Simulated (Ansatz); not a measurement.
# La (La, dhcp): the cost of one run

Method: DFT PBE, plane waves with PAW, scalar-relativistic, in Ansatz 0.2.0.

## (1) The system as given

The structure is hexagonal, space group P6_3/mmc (No. 194). The conventional cell has a = 3.773 Å, b = 3.773 Å, c = 12.113 Å, α = 90.00°, β = 90.00°, γ = 120.00°. Around La (site symmetry -3m) lie 12 La at 3.73 to 3.77 Å. La (site symmetry -6m2) is surrounded by 12 La at 3.73 to 3.77 Å.

Structure file:

```cif
data_structure
_symmetry_space_group_name_H-M 'P 1'
_symmetry_Int_Tables_number 1
_cell_length_a 3.7727
_cell_length_b 3.7727
_cell_length_c 12.1127
_cell_angle_alpha 90.000
_cell_angle_beta 90.000
_cell_angle_gamma 120.000
_cell_volume 149.31
loop_
_atom_site_label
_atom_site_type_symbol
_atom_site_fract_x
_atom_site_fract_y
_atom_site_fract_z
_atom_site_occupancy
La1 La 0.00000 0.00000 0.00000 1
La2 La 0.00000 0.00000 0.50000 1
La3 La 0.33333 0.66667 0.75000 1
La4 La 0.66667 0.33333 0.25000 1
```

## (2) Run at 0.01 eV

The run at 0.01 eV.

Input file input.yaml:

```yaml
crystal:
  lattice:
    - [3.7726980145, 0.0, 0.0]
    - [-1.8863490072, 3.2672523214, 0.0]
    - [0.0, 0.0, 12.1127038589]
  atoms:
    - { symbol: La, position: [0.0, 0.0, 0.0] }
    - { symbol: La, position: [0.0, 1.0, 0.5] }
    - { symbol: La, position: [0.3333333333, 0.6666666667, 0.75] }
    - { symbol: La, position: [0.6666666667, 0.3333333333, 0.25] }
hamiltonian:
  xc: pbe
  pseudopotentials:
    kind: paw
    azcp:
      La: "pseudopotentials/La.paw.azcp"
basis:
  ecutwfc: 420
  fft_grid_basis: typed
kpoints:
  mp_grid: { grid: [10, 10, 3], shift: [0, 0, 0] }
magnetization:
  spin_polarized: false
scf:
  occupations: { method: methfessel_paxton, width: 0.01 }
  lower_state_search: "off"
output:
  stress: true
```

Launch:

```
> ansatz run input.yaml --threads 1 --pin off --max-ram 3584MiB --backend cpu --events-out ev --progress --plain --runs-dir out
```

What time and memory should one allow on 1 thread of Intel Xeon Platinum 8259CL at 2.50GHz (Skylake/Cascade Lake), shared host?

About 12 s, with a peak of 0.61 GiB.
